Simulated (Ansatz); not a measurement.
# Yb: levels along high-symmetry lines

```yaml
crystal:
  lattice:
    - [0.00000, 2.61128, 2.61128]
    - [2.61128, 0.00000, 2.61128]
    - [2.61128, 2.61128, 0.00000]
  atoms:
    - { symbol: Yb, position: [0.00000, 0.00000, 0.00000] }
```

The structure comes from a relaxation in the same program, started in the fcc type, and has space group Fm-3m. Whether it is a known phase or the ground state wasn't checked.

Semilocal functionals without a Hubbard term describe localised f shells poorly; where the shell is localised, the real material differs.

No spin–orbit coupling, which matters for the heavy atoms here.

Theory: Ansatz 0.2.0, DFT, PBE, all-electron LAPW, scalar-relativistic.

Settings: a Γ-centred 13×13×13 k mesh, Fermi–Dirac smearing of 0.05 eV, basis error target 0.25 meV/atom, no spin polarisation.

Points in fractions of the reciprocal vectors of this cell: Γ (0, 0, 0), X (0.5, 0, 0.5), U (0.625, 0.25, 0.625), K (0.375, 0.375, 0.75), L (0.5, 0.5, 0.5), W (0.5, 0.25, 0.75). The path joins them by straight lines in the order Γ–X–U–K–Γ–L–W–X; legs that retrace an earlier one aren't tabulated. Energies are in eV from the Fermi level.

Q: Metal or insulator at this level of theory?

A: No gap opens: metallic or semimetallic.

Q: Tabulate bands 13 to 19, counted from the lowest band of the run, along the path.

A: 
```
k (1/Å)  point  band 13  band 14  band 15  band 16  band 17  band 18  band 19
   0.00      Γ    -0.42    -0.42    -0.32    -0.32    -0.32     2.87     2.87
   0.30           -0.41    -0.41    -0.34    -0.34    -0.34     2.27     3.14
   0.60           -0.39    -0.39    -0.37    -0.37    -0.37     1.22     2.66
   0.90           -0.41    -0.41    -0.40    -0.36    -0.36     0.41     1.69
   1.20      X    -0.42    -0.42    -0.36    -0.35    -0.35     0.07     1.74
   1.31           -0.42    -0.42    -0.36    -0.35    -0.35     0.09     1.70
   1.42           -0.42    -0.41    -0.36    -0.35    -0.34     0.15     1.58
   1.52           -0.41    -0.41    -0.36    -0.34    -0.30     0.18     1.41
   1.63      U    -0.42    -0.40    -0.35    -0.34    -0.18     0.10     1.24
   1.81           -0.41    -0.40    -0.37    -0.35    -0.07     0.13     1.12
   2.00           -0.41    -0.40    -0.39    -0.35     0.00     0.21     1.02
   2.18           -0.41    -0.40    -0.37    -0.35    -0.07     0.13     1.12
   2.37      K    -0.42    -0.40    -0.35    -0.34    -0.18     0.10     1.24
   2.68           -0.42    -0.41    -0.38    -0.35    -0.33     0.97     0.98
   3.00           -0.40    -0.38    -0.38    -0.38    -0.33     1.33     2.37
   3.32           -0.41    -0.40    -0.35    -0.34    -0.32     2.24     3.03
   3.64      Γ    -0.42    -0.42    -0.32    -0.32    -0.32     2.87     2.87
   3.90           -0.41    -0.41    -0.34    -0.34    -0.32     2.41     3.03
   4.16           -0.39    -0.39    -0.37    -0.37    -0.32     1.53     3.11
   4.42           -0.42    -0.42    -0.35    -0.35    -0.32     0.75     2.80
   4.68      L    -0.43    -0.43    -0.33    -0.33    -0.32     0.37     2.64
   4.90           -0.43    -0.43    -0.33    -0.33    -0.33     0.29     2.30
   5.11           -0.42    -0.42    -0.37    -0.34    -0.28     0.12     1.61
   5.32           -0.41    -0.40    -0.39    -0.35     0.00     0.21     1.02
   5.53      W    -0.42    -0.39    -0.39    -0.36    -0.02     0.79     0.79
   5.68           -0.42    -0.40    -0.38    -0.36    -0.16     0.50     1.11
   5.83           -0.42    -0.41    -0.37    -0.36    -0.30     0.27     1.42
   5.99           -0.42    -0.42    -0.36    -0.36    -0.34     0.12     1.65
   6.14      X    -0.42    -0.42    -0.36    -0.35    -0.35     0.07     1.74
```
